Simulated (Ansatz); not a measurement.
Input file:

```yaml
crystal:
  periodic: [false, false, false]
  atoms:
    - {symbol: Au, position_ang: [0.000000, 0.000000, 0.000000]}
    - {symbol: C, position_ang: [0.000000, 0.000000, 2.940000]}
basis:
  gaussian: {orbitals: def2-SVP}
magnetization: {spin_polarized: false, initial_magnetization: 1}
correlation: {method: fic_mrcisd_q, electrons: outside_noble_gas, active_space: {window: {electrons: 3, orbitals: 3}}}
```

```sh
$ ansatz run in.yaml --threads 1 --pin off --events-out ev --progress --plain --max-ram 2393MiB
```

The program prints:

```
470 factors; integrals over basis functions are off by at most 6.2e-4 eV
mean field evaluation 1: about -4683.9392 eV, gradient 3.3e1 eV
mean field evaluation 2: about -4683.9403 eV, gradient 3.3e1 eV
mean field evaluation 4: about -4687.7267 eV, gradient 1.9e1 eV
mean field evaluation 8: about -4689.6054 eV, gradient 3.2e-1 eV
mean field evaluation 16: about -4689.6079 eV, gradient 3.8e-1 eV
mean field evaluation 32: about -4683.9392 eV, gradient 3.3e1 eV
mean field evaluation 64: about -4689.5627 eV, gradient 8.2e-3 eV
mean field evaluation 96: about -4689.6104 eV, gradient 1.9e-1 eV
mean field evaluation 128: about -4689.6069 eV, gradient 9.6e-4 eV
mean field evaluation 160: about -4687.2721 eV, gradient 7.6e-1 eV
mean field evaluation 192: about -4689.6069 eV, gradient 1.3e-3 eV
mean field -4690.39267043 eV, -172.3687513758 hartree, gradient 2.5e-6 eV, S^2 0.750000; 14 other end points of the search recorded, 0 dependent functions left out
reference -4690.39267043 eV, -172.3687513758 hartree; 13, 12 occupied and 33, 34 virtual orbitals, 470 factors
state -4692.13779545 eV, -172.4328835376 hartree
contracted CI cycle   1: correlation 0.00000000 eV, 0.0000000000 hartree, residual 2.89e1 eV
contracted CI cycle   2: correlation -7.79507267 eV, -0.2864636369 hartree, residual 3.31e0 eV
contracted CI cycle   3: correlation -7.97823892 eV, -0.2931948725 hartree, residual 8.35e-1 eV
contracted CI cycle   4: correlation -7.99084251 eV, -0.2936580459 hartree, residual 3.01e-1 eV
contracted CI cycle   5: correlation -7.99232674 eV, -0.2937125903 hartree, residual 8.31e-2 eV
contracted CI cycle   6: correlation -7.99244092 eV, -0.2937167862 hartree, residual 2.77e-2 eV
contracted CI cycle   7: correlation -7.99245656 eV, -0.2937173610 hartree, residual 9.37e-3 eV
contracted CI cycle   8: correlation -7.99245871 eV, -0.2937174403 hartree, residual 4.54e-3 eV
contracted CI cycle   9: correlation -7.99245920 eV, -0.2937174581 hartree, residual 1.70e-3 eV
state -4692.13779545 eV, -172.4328835376 hartree; corrected -4700.90896085 eV, -172.7552179207 hartree
Total energy: -4700.90896085 eV, -172.7552179207 hartree
```

For the same geometry and basis RCCSDT(Q) lies 159.8 meV lower.

Ran on 1 thread of Intel Xeon Platinum 8259CL, shared host: 6 s wall, 0.12 GiB peak host memory.
